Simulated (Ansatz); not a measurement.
`C=CC=C(F)F` + `C=C(N)S` → `C=CNC(=C)S` + `C=C(F)F`  (substitution at a C–C bond)

Gas-phase electronic energies from Ansatz, PBE0-D4/def2-TZVP geometries. CBS: MP2 limit from def2 TZ/QZ plus the TZ coupled-cluster correction, frozen cores. DFT in def2-TZVPP. B3LYP here is the variant with VWN-RPA as its local correlation; programs differ in this. Each species was taken in one conformer, which may not be the lowest.

`C=CC=C(F)F`:

```xyz
10

C    -0.664    0.182   -1.744
C    -0.528    0.313   -0.425
C     0.519   -0.320    0.344
C     0.649   -0.186    1.655
F     1.590   -0.751    2.374
F    -0.139    0.527    2.427
H     0.021   -0.423   -2.329
H    -1.466    0.676   -2.277
H    -1.234    0.927    0.126
H     1.252   -0.944   -0.152
```

`C=C(N)S`:

Z-matrix (Å, degrees):
```
C
C 1 1.335
H 1 1.084 2 120.3
H 1 1.080 2 121.7 3 178.1
N 2 1.384 1 125.4 3 -8.3
S 2 1.770 1 124.1 3 176.6
H 5 1.008 2 115.2 1 139.0
H 5 1.008 2 114.5 1 5.4
H 6 1.340 2 95.9 1 -27.6
```

`C=CNC(=C)S`:

Cartesian coordinates in Å:
```
C 0.428 0.084 -2.444
C 0.555 0.286 -1.133
N -0.310 -0.188 -0.174
C -0.183 -0.086 1.197
C -0.749 -0.948 2.049
S 0.804 1.225 1.843
H -0.390 -0.491 -2.866
H 1.157 0.495 -3.126
H 1.384 0.858 -0.733
H -1.022 -0.831 -0.485
H -1.233 -1.849 1.689
H -0.741 -0.758 3.112
H 0.300 2.205 1.071
```

`C=C(F)F`:

```xyz
6

C    -0.461    0.432    0.369
C     0.367   -0.344   -0.294
F     1.337   -1.049    0.242
F     0.352   -0.532   -1.594
H    -1.228    0.973   -0.163
H    -0.367    0.521    1.440
```

```tsv
level	ΔE (kcal/mol)
r2SCANh-D4	5.3
r2SCAN0-D4	5.3
B3LYP	5.6
SCS-MP2/def2-QZVPP	6.0
```

Problem. What does CCSD(T)/CBS give? (An estimate is asked.)

Solution. Ansatz gave: +6.1 kcal/mol. The listed levels differ from it by -0.8, -0.8, -0.5, -0.1 kcal/mol.

Largest T1 diagnostic among the species: 0.013.

At CCSD(T), def2-SVP lies −1.7 kcal/mol from the extrapolated value and def2-TZVPP −0.2 kcal/mol. Leaving LDA and LC-ωPBE aside and taking each functional with its dispersion term where it has one, the values, not all of them listed here, spread over 1.9 kcal/mol, from revPBE-D4 to B97M-V. LDA lies −1.7 kcal/mol from PBE without D4.
